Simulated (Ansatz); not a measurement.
Ansatz (a quantum-chemistry and plane-wave program) input (HF/6-31G*):

Ansatz 0.2 input:
```yaml
crystal:
  periodic: [false, false, false]
  atoms:
    - {symbol: C, position_ang: [-0.00477563, -0.09210969, 0.81897127]}
    - {symbol: C, position_ang: [-0.01379004, -0.70819244, -0.52908584]}
    - {symbol: C, position_ang: [0.01452018, 0.57140776, -0.58342245]}
    - {symbol: H, position_ang: [0.89873226, -0.09655257, 1.41109946]}
    - {symbol: H, position_ang: [-0.91156160, -0.05675934, 1.40501872]}
    - {symbol: H, position_ang: [0.03710227, 1.52667816, -1.05489613]}
basis:
  gaussian:
    orbitals: 6-31G*
hamiltonian:
  xc: {name: HF}
magnetization: {spin_polarized: true, initial_magnetization: 1}
phonons: {temperatures: {t_min: 298.15, t_max: 298.15, t_step: 100}}
```

Output:

```
Functional definition: HF
integrals: 0.01 GiB planned
593 factors; integrals over basis functions are off by at most 3.7e-4 eV
mean field: 0.12 GiB planned
mean field evaluation 1: about -3132.5007 eV, gradient 1.4e1 eV
mean field evaluation 2: about -3132.5597 eV, gradient 1.4e1 eV
mean field evaluation 4: about -3133.9001 eV, gradient 2.1e0 eV
mean field evaluation 8: about -3134.0022 eV, gradient 6.1e-1 eV
mean field evaluation 16: about -3134.0903 eV, gradient 4.5e-3 eV
mean field -3134.09032903 eV, -115.1756952290 hartree, gradient 2.5e-5 eV, S^2 0.939562; 0 other end points of the search recorded, 0 dependent functions left out
the calculation of the forces begins
reference -3134.09032903 eV, -115.1756952290 hartree; 11, 10 occupied and 40, 41 virtual orbitals, 593 factors
these checks for a lower state are left out or cut short: stability, starts, cluster_reference, orbital_swaps, neighbouring_geometries, increment
integrals: 0.01 GiB planned
593 factors; integrals over basis functions are off by at most 3.7e-4 eV
mean field: 0.12 GiB planned
mean field -3134.09026646 eV, -115.1756929296 hartree, gradient 3.0e-6 eV, S^2 0.939690; 0 other end points of the search recorded, 0 dependent functions left out
the calculation of the forces begins
reference -3134.09026646 eV, -115.1756929296 hartree; 11, 10 occupied and 40, 41 virtual orbitals, 593 factors
these checks for a lower state are left out or cut short: stability, starts, cluster_reference, orbital_swaps, neighbouring_geometries, increment
integrals: 0.01 GiB planned
593 factors; integrals over basis functions are off by at most 3.7e-4 eV
mean field: 0.12 GiB planned
mean field evaluation 32: about -3134.0903 eV, gradient 2.2e-4 eV
mean field -3134.09026795 eV, -115.1756929847 hartree, gradient 3.3e-6 eV, S^2 0.939432; 0 other end points of the search recorded, 0 dependent functions left out
the calculation of the forces begins
reference -3134.09026795 eV, -115.1756929847 hartree; 11, 10 occupied and 40, 41 virtual orbitals, 593 factors
these checks for a lower state are left out or cut short: stability, starts, cluster_reference, orbital_swaps, neighbouring_geometries, increment
integrals: 0.01 GiB planned
593 factors; integrals over basis functions are off by at most 3.7e-4 eV
mean field: 0.12 GiB planned
mean field -3134.09013586 eV, -115.1756881303 hartree, gradient 4.4e-6 eV, S^2 0.939719; 0 other end points of the search recorded, 0 dependent functions left out
the calculation of the forces begins
reference -3134.09013586 eV, -115.1756881303 hartree; 11, 10 occupied and 40, 41 virtual orbitals, 593 factors
these checks for a lower state are left out or cut short: stability, starts, cluster_reference, orbital_swaps, neighbouring_geometries, increment
integrals: 0.01 GiB planned
593 factors; integrals over basis functions are off by at most 3.7e-4 eV
mean field: 0.12 GiB planned
mean field -3134.09013282 eV, -115.1756880184 hartree, gradient 4.8e-6 eV, S^2 0.939404; 0 other end points of the search recorded, 0 dependent functions left out
the calculation of the forces begins
reference -3134.09013282 eV, -115.1756880184 hartree; 11, 10 occupied and 40, 41 virtual orbitals, 593 factors
these checks for a lower state are left out or cut short: stability, starts, cluster_reference, orbital_swaps, neighbouring_geometries, increment
integrals: 0.01 GiB planned
593 factors; integrals over basis functions are off by at most 3.7e-4 eV
mean field: 0.12 GiB planned
mean field -3134.09012900 eV, -115.1756878783 hartree, gradient 1.7e-6 eV, S^2 0.933976; 0 other end points of the search recorded, 0 dependent functions left out
the calculation of the forces begins
reference -3134.09012900 eV, -115.1756878783 hartree; 11, 10 occupied and 40, 41 virtual orbitals, 593 factors
these checks for a lower state are left out or cut short: stability, starts, cluster_reference, orbital_swaps, neighbouring_geometries, increment
integrals: 0.01 GiB planned
593 factors; integrals over basis functions are off by at most 3.7e-4 eV
mean field: 0.12 GiB planned
mean field -3134.09013392 eV, -115.1756880589 hartree, gradient 6.2e-6 eV, S^2 0.945223; 0 other end points of the search recorded, 0 dependent functions left out
the calculation of the forces begins
reference -3134.09013392 eV, -115.1756880589 hartree; 11, 10 occupied and 40, 41 virtual orbitals, 593 factors
these checks for a lower state are left out or cut short: stability, starts, cluster_reference, orbital_swaps, neighbouring_geometries, increment
integrals: 0.01 GiB planned
593 factors; integrals over basis functions are off by at most 3.7e-4 eV
mean field: 0.12 GiB planned
mean field evaluation 64: about -3134.0298 eV, gradient 3.0e-1 eV
[...]
mean field: 0.12 GiB planned
mean field -3134.09001394 eV, -115.1756836499 hartree, gradient 1.7e-6 eV, S^2 0.934102; 0 other end points of the search recorded, 0 dependent functions left out
the calculation of the forces begins
reference -3134.09001394 eV, -115.1756836499 hartree; 11, 10 occupied and 40, 41 virtual orbitals, 593 factors
these checks for a lower state are left out or cut short: stability, starts, cluster_reference, orbital_swaps, neighbouring_geometries, increment
integrals: 0.01 GiB planned
593 factors; integrals over basis functions are off by at most 3.7e-4 eV
mean field: 0.12 GiB planned
mean field evaluation 96: about -3134.0903 eV, gradient 2.3e-6 eV
mean field -3134.09027211 eV, -115.1756931374 hartree, gradient 3.4e-6 eV, S^2 0.939307; 0 other end points of the search recorded, 0 dependent functions left out
the calculation of the forces begins
reference -3134.09027211 eV, -115.1756931374 hartree; 11, 10 occupied and 40, 41 virtual orbitals, 593 factors
these checks for a lower state are left out or cut short: stability, starts, cluster_reference, orbital_swaps, neighbouring_geometries, increment
integrals: 0.01 GiB planned
593 factors; integrals over basis functions are off by at most 3.7e-4 eV
mean field: 0.12 GiB planned
mean field -3134.09027200 eV, -115.1756931334 hartree, gradient 2.7e-6 eV, S^2 0.939834; 0 other end points of the search recorded, 0 dependent functions left out
the calculation of the forces begins
reference -3134.09027200 eV, -115.1756931334 hartree; 11, 10 occupied and 40, 41 virtual orbitals, 593 factors
these checks for a lower state are left out or cut short: stability, starts, cluster_reference, orbital_swaps, neighbouring_geometries, increment
integrals: 0.01 GiB planned
593 factors; integrals over basis functions are off by at most 3.7e-4 eV
mean field: 0.12 GiB planned
mean field -3134.09024059 eV, -115.1756919791 hartree, gradient 1.9e-6 eV, S^2 0.939548; 0 other end points of the search recorded, 0 dependent functions left out
the calculation of the forces begins
reference -3134.09024059 eV, -115.1756919791 hartree; 11, 10 occupied and 40, 41 virtual orbitals, 593 factors
these checks for a lower state are left out or cut short: stability, starts, cluster_reference, orbital_swaps, neighbouring_geometries, increment
integrals: 0.01 GiB planned
593 factors; integrals over basis functions are off by at most 3.7e-4 eV
mean field: 0.12 GiB planned
mean field -3134.09023919 eV, -115.1756919276 hartree, gradient 2.0e-6 eV, S^2 0.939574; 0 other end points of the search recorded, 0 dependent functions left out
the calculation of the forces begins
reference -3134.09023919 eV, -115.1756919276 hartree; 11, 10 occupied and 40, 41 virtual orbitals, 593 factors
these checks for a lower state are left out or cut short: stability, starts, cluster_reference, orbital_swaps, neighbouring_geometries, increment
integrals: 0.01 GiB planned
593 factors; integrals over basis functions are off by at most 3.7e-4 eV
mean field: 0.12 GiB planned
mean field -3134.09031776 eV, -115.1756948150 hartree, gradient 2.2e-6 eV, S^2 0.939572; 0 other end points of the search recorded, 0 dependent functions left out
the calculation of the forces begins
reference -3134.09031776 eV, -115.1756948150 hartree; 11, 10 occupied and 40, 41 virtual orbitals, 593 factors
these checks for a lower state are left out or cut short: stability, starts, cluster_reference, orbital_swaps, neighbouring_geometries, increment
integrals: 0.01 GiB planned
593 factors; integrals over basis functions are off by at most 3.7e-4 eV
mean field: 0.12 GiB planned
mean field -3134.09031754 eV, -115.1756948069 hartree, gradient 2.1e-6 eV, S^2 0.939550; 0 other end points of the search recorded, 0 dependent functions left out
the calculation of the forces begins
reference -3134.09031754 eV, -115.1756948069 hartree; 11, 10 occupied and 40, 41 virtual orbitals, 593 factors
these checks for a lower state are left out or cut short: stability, starts, cluster_reference, orbital_swaps, neighbouring_geometries, increment
integrals: 0.01 GiB planned
593 factors; integrals over basis functions are off by at most 3.7e-4 eV
mean field: 0.12 GiB planned
mean field evaluation 128: about -3134.0299 eV, gradient 2.8e-1 eV
mean field -3134.09028095 eV, -115.1756934624 hartree, gradient 2.1e-6 eV, S^2 0.939364; 0 other end points of the search recorded, 0 dependent functions left out
the calculation of the forces begins
reference -3134.09028095 eV, -115.1756934624 hartree; 11, 10 occupied and 40, 41 virtual orbitals, 593 factors
these checks for a lower state are left out or cut short: stability, starts, cluster_reference, orbital_swaps, neighbouring_geometries, increment
integrals: 0.01 GiB planned
593 factors; integrals over basis functions are off by at most 3.7e-4 eV
mean field: 0.12 GiB planned
mean field -3134.09028037 eV, -115.1756934409 hartree, gradient 2.4e-6 eV, S^2 0.939759; 0 other end points of the search recorded, 0 dependent functions left out
the calculation of the forces begins
reference -3134.09028037 eV, -115.1756934409 hartree; 11, 10 occupied and 40, 41 virtual orbitals, 593 factors
these checks for a lower state are left out or cut short: stability, starts, cluster_reference, orbital_swaps, neighbouring_geometries, increment
integrals: 0.01 GiB planned
593 factors; integrals over basis functions are off by at most 3.7e-4 eV
mean field: 0.12 GiB planned
mean field -3134.09022184 eV, -115.1756912901 hartree, gradient 2.0e-6 eV, S^2 0.939537; 0 other end points of the search recorded, 0 dependent functions left out
the calculation of the forces begins
reference -3134.09022184 eV, -115.1756912901 hartree; 11, 10 occupied and 40, 41 virtual orbitals, 593 factors
these checks for a lower state are left out or cut short: stability, starts, cluster_reference, orbital_swaps, neighbouring_geometries, increment
integrals: 0.01 GiB planned
593 factors; integrals over basis functions are off by at most 3.7e-4 eV
mean field: 0.12 GiB planned
mean field -3134.09022084 eV, -115.1756912532 hartree, gradient 2.1e-6 eV, S^2 0.939587; 0 other end points of the search recorded, 0 dependent functions left out
the calculation of the forces begins
reference -3134.09022084 eV, -115.1756912532 hartree; 11, 10 occupied and 40, 41 virtual orbitals, 593 factors
these checks for a lower state are left out or cut short: stability, starts, cluster_reference, orbital_swaps, neighbouring_geometries, increment
integrals: 0.01 GiB planned
593 factors; integrals over basis functions are off by at most 3.7e-4 eV
mean field: 0.12 GiB planned
mean field -3134.09031050 eV, -115.1756945483 hartree, gradient 2.6e-6 eV, S^2 0.939612; 0 other end points of the search recorded, 0 dependent functions left out
the calculation of the forces begins
reference -3134.09031050 eV, -115.1756945483 hartree; 11, 10 occupied and 40, 41 virtual orbitals, 593 factors
these checks for a lower state are left out or cut short: stability, starts, cluster_reference, orbital_swaps, neighbouring_geometries, increment
integrals: 0.01 GiB planned
593 factors; integrals over basis functions are off by at most 3.7e-4 eV
mean field: 0.12 GiB planned
mean field evaluation 160: about -3134.0299 eV, gradient 2.8e-1 eV
mean field -3134.09031045 eV, -115.1756945462 hartree, gradient 2.9e-6 eV, S^2 0.939512; 0 other end points of the search recorded, 0 dependent functions left out
the calculation of the forces begins
reference -3134.09031045 eV, -115.1756945462 hartree; 11, 10 occupied and 40, 41 virtual orbitals, 593 factors
Total energy: -3134.09032903 eV, -115.1756952290 hartree
Atom 0 at    -0.004776    -0.092110     0.818971 Å, force    -0.000005    -0.000303    -0.000594 eV/Å
Atom 1 at    -0.013790    -0.708192    -0.529086 Å, force    -0.000012    -0.000480     0.000389 eV/Å
Atom 2 at     0.014520     0.571408    -0.583422 Å, force     0.000014     0.000647     0.000047 eV/Å
Atom 3 at     0.898732    -0.096553     1.411099 Å, force     0.000164     0.000043     0.000104 eV/Å
Atom 4 at    -0.911562    -0.056759     1.405019 Å, force    -0.000162     0.000051     0.000103 eV/Å
Atom 5 at     0.037102     1.526678    -1.054896 Å, force     0.000001     0.000042    -0.000049 eV/Å
Dipole moment:     0.005043     0.235894     0.042509 e Å
Vibrations: 664.85 785.37 1022.63 1022.92 1124.77 1160.62 1177.51 1632.33 1699.36 3254.52 3326.58 3512.58 cm⁻¹, zero-point energy 1.263649 eV
```

The blocks after the first are displaced geometries, from whose forces the wavenumbers follow.

The determinant is spin-contaminated: <S^2> is 0.94 against 0.75 for a pure state.
